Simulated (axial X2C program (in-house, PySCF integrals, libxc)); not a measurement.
**Levels of SiO⁻ by electron attachment to SiO (EOM-EA-CCSD)**

Calculated with an in-house all-electron X2C program for linear molecules (integrals from PySCF): two-component X2C with atomic mean-field Coulomb and Gaunt terms, Gaussian nuclei, basis Si dyall-av3z, O dyall-av3z with contracted cores.

R = 1.518 Å (near the PBE0 minimum at charge 0 of the determinant lowest at the starting distance; the state shown can have its own minimum elsewhere).

Hartree–Fock spinors of SiO (one of each Kramers pair; a window near the gap, which can cut inner shells):

| ω | occupied | ε (eV) | character |
| --- | --- | --- | --- |
| 1/2 | yes | -16.61 | 63% O p, 24% Si s, 7% O s |
| 1/2 | yes | -12.86 | 76% O p, 14% Si p, 6% Si d |
| 3/2 | yes | -12.83 | 76% O p, 14% Si p, 6% Si d |
| 1/2 | yes | -11.91 | 35% Si s, 31% Si p, 26% O p |
| 1/2 | no | 0.45 | 77% Si p, 11% Si d, 8% O p |
| 3/2 | no | 0.46 | 77% Si p, 11% Si d, 8% O p |
| 1/2 | no | 0.84 | 68% Si p, 31% Si s |
| 1/2 | no | 1.42 | 61% Si s, 28% Si p, 7% Si d |
| 1/2 | no | 1.69 | 83% Si p, 10% Si d, 4% O p |
| 3/2 | no | 1.69 | 83% Si p, 10% Si d, 4% O p |

Levels of SiO⁻ obtained by attaching an electron to SiO:

```json
{"Ω": "1/2", "binding energy (eV)": "-0.063", "above lowest (cm⁻¹)": "0", "attached spinor": "70% Si pπ, 14% Si dπ, 11% O pπ", "one-particle weight": "0.96"}
{"Ω": "3/2", "binding energy (eV)": "-0.071", "above lowest (cm⁻¹)": "67", "attached spinor": "70% Si pπ, 14% Si dπ, 11% O pπ", "one-particle weight": "0.96"}
{"Ω": "1/2", "binding energy (eV)": "-0.737", "above lowest (cm⁻¹)": "5438", "attached spinor": "66% Si pσ, 32% Si sσ", "one-particle weight": "0.99"}
{"Ω": "1/2", "binding energy (eV)": "-1.194", "above lowest (cm⁻¹)": "9126", "attached spinor": "58% Si sσ, 28% Si pσ, 9% Si dσ", "one-particle weight": "0.99"}
{"Ω": "1/2", "binding energy (eV)": "-1.398", "above lowest (cm⁻¹)": "10771", "attached spinor": "91% Si pπ", "one-particle weight": "0.98"}
{"Ω": "3/2", "binding energy (eV)": "-1.403", "above lowest (cm⁻¹)": "10806", "attached spinor": "91% Si pπ", "one-particle weight": "0.98"}
{"Ω": "1/2", "binding energy (eV)": "-2.973", "above lowest (cm⁻¹)": "23472", "attached spinor": "45% Si dσ, 34% Si pσ, 9% O sσ", "one-particle weight": "0.97"}
```

Task: Take the first Ω = 1/2 and Ω = 3/2 rows of π character: how far apart are they, and which lies lower?

Result: E(3/2) − E(1/2) = 67 − 0 = 67 cm⁻¹ at EOM-EA-CCSD: regular, Ω = 1/2 lower. Splittings at this level can be off by ten to twenty per cent.

Negative binding energies belong to unbound states, resonances or levels that the basis set holds; within some tenths of an eV of zero the sign is not settled.

This point took 12 s on 1 thread of Intel(R) Xeon(R) Processor @ 2.30GHz, on a shared host.

Reference electrons by ω block (each with its −ω partner): 1/2: 9, 3/2: 2. 10 electrons of SiO correlated (inner shells frozen), 92 natural virtual spinors (a truncated set); levels can be off by some tenths of an eV. Roots sought by Ω: (1/2: 5, 3/2: 4, 5/2: 2, 7/2: 1); the list ends where they run out and leaves out roots under 60 % one-particle weight. The solver can skip a root, and states that need a further excitation, which the method places far too high, are missing though they may lie low or lowest. T1 of the reference 0.028 (Lee–Taylor). Number of frozen shells: Si 2 s, 1 p; O 1 s. Large amplitudes in the reference (orbital relaxation or multireference character) lower the reliability.
